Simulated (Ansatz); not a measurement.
# B2HSi: the cost of one run

Method: def2-TZVPP, core rule «outside noble gas», up to 7 orbitals frozen; program: Ansatz 0.2.0, Gaussian basis.

The runs, in order: UHF; ROHF; CCSD(T) on UHF.

**1. What is computed**

The geometry is a PBE0/def2-TZVP stationary point (not a proven minimum).

4 atoms, charge 0, spin multiplicity 4.

Atoms are counted from 1 here; the program's logs count them from 0.

Bond lengths: B1–Si2 1.995 Å, B1–B3 1.731 Å, Si2–B3 1.946 Å, B3–H4 1.188 Å. Angles: Si2–B1–B3 62.5°, B1–Si2–B3 52.1°, B1–B3–Si2 65.4°, B1–B3–H4 134.1°, Si2–B3–H4 160.5°.

**2. UHF**

Contents of in.yaml:

```yaml
crystal:
  periodic: [false, false, false]
  atoms:
    - {symbol: B, position_ang: [0.000000, -1.102278, -0.760213]}
    - {symbol: Si, position_ang: [0.000000, 0.151019, 0.792273]}
    - {symbol: B, position_ang: [0.000000, 0.594686, -1.102049]}
    - {symbol: H, position_ang: [0.000000, 1.236325, -2.101784]}
basis:
  gaussian: {orbitals: def2-TZVPP}
magnetization: {spin_polarized: true, initial_magnetization: 3}
hamiltonian: {xc: hf}
output: {orbitals: {seedname: orbitals}}
```

Run with:

```sh
$ ansatz run in.yaml --threads 1 --pin off --events-out ev --progress --plain --max-ram 4096MiB --backend cpu
```

Q: Estimate wall time and peak memory on 1 thread of AMD EPYC 7R13, shared host.

About 6.5 s, with a peak of 0.26 GiB.
